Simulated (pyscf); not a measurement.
•O–OH + ethane (H₃C–CH₃) → hydrogen peroxide (HO–OH) + ethyl (•H₂C–CH₃) (hydrogen abstraction; doublet surface; C–H broken, H–O formed). PySCF, gas phase, ωB97X-D3(BJ)/def2-SVP geometries. Energies in kcal/mol from the separated reactants.

```json
[
 {"level": "ωB97X-D3(BJ)/def2-TZVP", "barrier": "?", "reaction energy": "?"},
 {"level": "PBE/def2-TZVP", "barrier": "15.2", "reaction energy": "+19.3"},
 {"level": "r²SCAN/def2-TZVP", "barrier": "16.4", "reaction energy": "+16.9"},
 {"level": "B3LYP-D3(BJ)/def2-TZVP", "barrier": "19.6", "reaction energy": "+18.7"},
 {"level": "M06-2X/def2-TZVP", "barrier": "?", "reaction energy": "+16.7"},
 {"level": "ωB97M-D3(BJ)/def2-TZVP", "barrier": "23.4", "reaction energy": "+18.4"}
]
```

Q: Fill in the missing entries.

A: 
- ωB97X-D3(BJ)/def2-TZVP, barrier: 24.1
- ωB97X-D3(BJ)/def2-TZVP, reaction energy: +20.4
- M06-2X/def2-TZVP, barrier: 21.6

On the product side the descent ends in a complex, 4.1 kcal/mol under the separated species and 7.7 kcal/mol under the saddle at ωB97X-D3(BJ)/def2-TZVP. At PBE, r²SCAN the saddle lies under the separated products, which points to a path from their complex (located at ωB97X-D3(BJ) alone), and parting the products costs more than the saddle. This is the saddle that the search found; another between the same sides may lie lower. The angle at the transferred H is 171°.
